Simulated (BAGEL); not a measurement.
# BH5S (SMILES [BH3-][SH2+]): HF/STO-3G (density fitting with qzvpp-jkfit)

Aim: the vertical electron affinity of BH5S at HF/STO-3G (density fitting with qzvpp-jkfit), from 2 runs. 

Program for the calculation: BAGEL 1.2.2.

2 further runs of the same task are left out: 2 that didn't finish.

## 1. The structure to begin with

The species is BH5S (7 atoms), meant as a singlet with charge 0. SMILES: `[BH3-][SH2+]`. The shape is that of a PBE0-D4/def2-TZVP optimisation.

Bond lengths: B1–S2 1.975 Å, B1–H3 1.207 Å, B1–H4 1.203 Å, B1–H5 1.207 Å, S2–H6 1.346 Å, S2–H7 1.346 Å. Angles: B1–S2–H6 103.7°, B1–S2–H7 103.7°, S2–B1–H3 100.3°, S2–B1–H4 107.0°, S2–B1–H5 100.3°, H6–S2–H7 92.5°, H3–B1–H4 116.2°, H3–B1–H5 113.7°, H4–B1–H5 116.2°.

## 2. The energy at HF/STO-3G (density fitting with qzvpp-jkfit)

input.json reads:

```json
{ "bagel" : [

{
  "title" : "molecule",
  "basis" : "sto-3g",
  "df_basis" : "qzvpp-jkfit",
  "angstrom" : true,
  "geometry" : [
    { "atom" : "B", "xyz" : [   -0.525600,   -0.461500,   -0.504300 ] },
    { "atom" : "S", "xyz" : [    0.568600,    0.977600,    0.290900 ] },
    { "atom" : "H", "xyz" : [   -1.623200,    0.036400,   -0.431500 ] },
    { "atom" : "H", "xyz" : [   -0.344400,   -1.447600,    0.159700 ] },
    { "atom" : "H", "xyz" : [   -0.075400,   -0.482100,   -1.624500 ] },
    { "atom" : "H", "xyz" : [    0.286000,    0.903800,    1.604900 ] },
    { "atom" : "H", "xyz" : [    1.775400,    0.405500,    0.458900 ] }
  ]
},
{ "title" : "hf" },
{ "title" : "print", "file" : "orbitals.molden", "orbitals" : true }

]}
```

On the command line:

```bash
$ BAGEL_NUM_THREADS=1 BAGEL input.json > input.out
```

The program printed:

```text
* using 1 threads per process

  ===============================================================
  ===============================================================

  *** Geometry ***

  { "atom" : "B", "xyz" : [     -0.993240,     -0.872109,     -0.952989 ] },
  { "atom" : "S", "xyz" : [      1.074498,      1.847396,      0.549721 ] },
  { "atom" : "H", "xyz" : [     -3.067403,      0.068786,     -0.815417 ] },
  { "atom" : "H", "xyz" : [     -0.650822,     -2.735568,      0.301789 ] },
  { "atom" : "H", "xyz" : [     -0.142485,     -0.911037,     -3.069860 ] },
  { "atom" : "H", "xyz" : [      0.540462,      1.707934,      3.032821 ] },
  { "atom" : "H", "xyz" : [      3.355020,      0.766284,      0.867195 ] },

  Number of auxiliary basis functions:      293

  Since a DF basis is specified, we compute 2- and 3-index integrals:
    o Being stored without compression. Storage requirement is 0.001 GB

  Number of basis functions:       19
  Number of electrons      :       26

    * METHOD: MOLECULE                             0.05

  *** RHF ***

  === Nuclear Repulsion ===
    54.7452153616

      * DIIS with orbital gradients will be used.

  === RHF iteration (sto-3g) ===
      0       -420.38988358          0.01246187           0.00
      1       -420.41879949          0.00331954           0.00
      2       -420.42096742          0.00031459           0.00
      3       -420.42098361          0.00005980           0.00
      4       -420.42098427          0.00000714           0.00
      5       -420.42098428          0.00000110           0.00
      6       -420.42098428          0.00000014           0.00
      7       -420.42098428          0.00000002           0.00
      8       -420.42098428          0.00000000           0.00
    * SCF iteration converged.

    * Permanent dipole moment:
           (   -1.199216,    -0.946489,    -1.145738) a.u.

    * METHOD: HF                                   0.07

    * METHOD: PRINT                                0.00

  ===============================================================
```

Run time: 0.26 s. Hardware: 1 thread of Arm Neoverse V1, shared host.

## 3. The doublet anion at the same level

calc.json reads:

```json
{ "bagel": [

{
  "title": "molecule",
  "basis": "sto-3g",
  "df_basis": "qzvpp-jkfit",
  "angstrom": true,
  "geometry": [
    { "atom": "B", "xyz": [      -0.525600,      -0.461500,      -0.504300 ] },
    { "atom": "S", "xyz": [       0.568600,       0.977600,       0.290900 ] },
    { "atom": "H", "xyz": [      -1.623200,       0.036400,      -0.431500 ] },
    { "atom": "H", "xyz": [      -0.344400,      -1.447600,       0.159700 ] },
    { "atom": "H", "xyz": [      -0.075400,      -0.482100,      -1.624500 ] },
    { "atom": "H", "xyz": [       0.286000,       0.903800,       1.604900 ] },
    { "atom": "H", "xyz": [       1.775400,       0.405500,       0.458900 ] }
  ]
},

{
  "title": "uhf",
  "charge": -1,
  "nopen": 1
},

{
  "title": "print",
  "file": "orbitals.molden",
  "orbitals": true
}

]}
```

On the command line:

```bash
$ BAGEL_NUM_THREADS=1 BAGEL calc.json > calc.out
```

The program printed:

```text
* using 1 threads per process

  ===============================================================
  ===============================================================

  *** Geometry ***

  { "atom" : "B", "xyz" : [     -0.993240,     -0.872109,     -0.952989 ] },
  { "atom" : "S", "xyz" : [      1.074498,      1.847396,      0.549721 ] },
  { "atom" : "H", "xyz" : [     -3.067403,      0.068786,     -0.815417 ] },
  { "atom" : "H", "xyz" : [     -0.650822,     -2.735568,      0.301789 ] },
  { "atom" : "H", "xyz" : [     -0.142485,     -0.911037,     -3.069860 ] },
  { "atom" : "H", "xyz" : [      0.540462,      1.707934,      3.032821 ] },
  { "atom" : "H", "xyz" : [      3.355020,      0.766284,      0.867195 ] },

  Number of auxiliary basis functions:      293

  Since a DF basis is specified, we compute 2- and 3-index integrals:
    o Being stored without compression. Storage requirement is 0.001 GB

  Number of basis functions:       19
  Number of electrons      :       26

    * METHOD: MOLECULE                             0.06

  *** Open-shell HF ***

  === Nuclear Repulsion ===
    54.7452153616

      * DIIS with orbital gradients will be used.

  === UHF iteration (sto-3g) ===
      0       -420.05043997          0.02177081           0.01
      1       -420.07712707          0.00464839           0.01
      2       -420.07907817          0.00124082           0.01
      3       -420.07949202          0.00028833           0.01
      4       -420.07956568          0.00014189           0.01
      5       -420.07958262          0.00001570           0.01
      6       -420.07958268          0.00000305           0.01
      7       -420.07958271          0.00000082           0.01
      8       -420.07958272          0.00000017           0.01
      9       -420.07958272          0.00000007           0.01
     10       -420.07958272          0.00000004           0.01
     11       -420.07958272          0.00000003           0.01
     12       -420.07958272          0.00000003           0.01
     13       -420.07958272          0.00000002           0.01
     14       -420.07958272          0.00000001           0.01
     15       -420.07958272          0.00000000           0.01
    * SCF iteration converged.

    * S^2 (UHF) is 0.7739

    * Permanent dipole moment:
           (   -0.557854,    -0.792439,    -0.379460) a.u.

    * METHOD: UHF                                  0.15

    * METHOD: PRINT                                0.00

  ===============================================================
```

It took 0.34 s on 1 thread of Arm Neoverse V1, shared host.

## 4. Results

Level: HF/STO-3G (density fitting with qzvpp-jkfit).

```
                                         quantity          value
                       singlet BH5S: total energy  -420.42098 Eh
                      singlet BH5S: dipole moment         4.85 D
                        singlet BH5S: HOMO energy      -10.00 eV
                        singlet BH5S: LUMO energy        9.98 eV
                      singlet BH5S: HOMO–LUMO gap       19.98 eV
                      doublet anion: total energy  -420.07958 Eh
                              doublet anion: ⟨S²⟩          0.774
vertical electron affinity (to the doublet anion)      -9.290 eV
```

What this shows: The anion lies 9.29 eV (214 kcal/mol) above the neutral: the electron isn't bound at this level, and such a value depends on the basis. Without diffuse functions anions come out too high. Hartree–Fock misses the correlation that binds many anions. In a minimal basis such a difference can be off by several eV, whatever the method.
